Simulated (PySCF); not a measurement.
Basis-set dependence of MgSi at PBE0

PySCF, UKS reference; triplet, unpaired electrons π ↑↑; De to Mg + Si without counterpoise correction.

```
                      basis     relativity  functions  Re (Å)  ωe (cm⁻¹)  De (eV)  μ (D)
                    pcseg-1  no relativity         28   2.600        286     0.97  -4.39
                aug-pcseg-1  no relativity         41   2.589        294     1.05  -3.70
              jorge-DZP-DKH  spin-free X2C         48   2.563        305     1.10  -3.37
                    pcseg-2  no relativity         53   2.551        310     1.10  -3.71
aug-cc-pVDZ/aug-cc-pV(D+d)Z  no relativity         59   2.555        311     1.14  -3.45
               x2c-TZVPPall  spin-free X2C         74   2.544        313     1.14  -3.38
```

How does each smaller set differ from the one with most functions, x2c-TZVPPall?

pcseg-1: +5.6 pm, -8.6 % in ωe, -0.17 eV in De; aug-pcseg-1: +4.5 pm, -6.1 % in ωe, -0.09 eV in De; jorge-DZP-DKH: +1.9 pm, -2.6 % in ωe, -0.04 eV in De; pcseg-2: +0.7 pm, -1.0 % in ωe, -0.04 eV in De; aug-cc-pVDZ/aug-cc-pV(D+d)Z: +1.1 pm, -0.6 % in ωe, +0.00 eV in De. All at PBE0; the set with most functions is neither the basis-set limit nor always the best. The rows treat relativity differently, so the differences are not basis effects alone.

A positive dipole means Mg(−)Si(+). The state was picked by a PBE0 search and need not be the measured ground state.
